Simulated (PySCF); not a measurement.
## AlH⁺: from constants to spectrum

UHF-CCSD(T) constants of AlH⁺, ²Σ⁺ (doublet), unpaired electrons σ ↑ (PySCF, no relativity, basis sets Al 3-21G, H 3-21G; masses 26.9815 and 1.0078 u):

- ωe: 1386.1 cm⁻¹
- ωexe: 110.0 cm⁻¹
- Be: 6.0943 cm⁻¹
- αe: 0.434 cm⁻¹
- D (centrifugal): 0.000471 cm⁻¹
- De to Al⁺ + H: 0.265 eV

Task: Give the vibrational terms G(v) and spacings up to v = 2.

Result: G(v) = ωe(v+½) − ωexe(v+½)².

| v | G(v) (cm⁻¹) | G(v) − G(v−1) | Bv (cm⁻¹) |
| --- | --- | --- | --- |
| 0 | 666 |  | 5.877 |
| 1 | 1832 | 1166 | 5.443 |
| 2 | 2778 | 946 | 5.009 |

Correlated steps freeze 5 core orbitals. The bond is weak. Basis-set superposition, not corrected here, can be much of De in a small basis, most of all at correlated wavefunction levels. For an ion De counts to the pair picked by the measured ionisation energies or electron affinities, which need not be the lowest pair at this level. 3-21G is very small, so such numbers show the basis as much as the molecule. The state was picked by a PBE0 search and need not be the measured ground state.
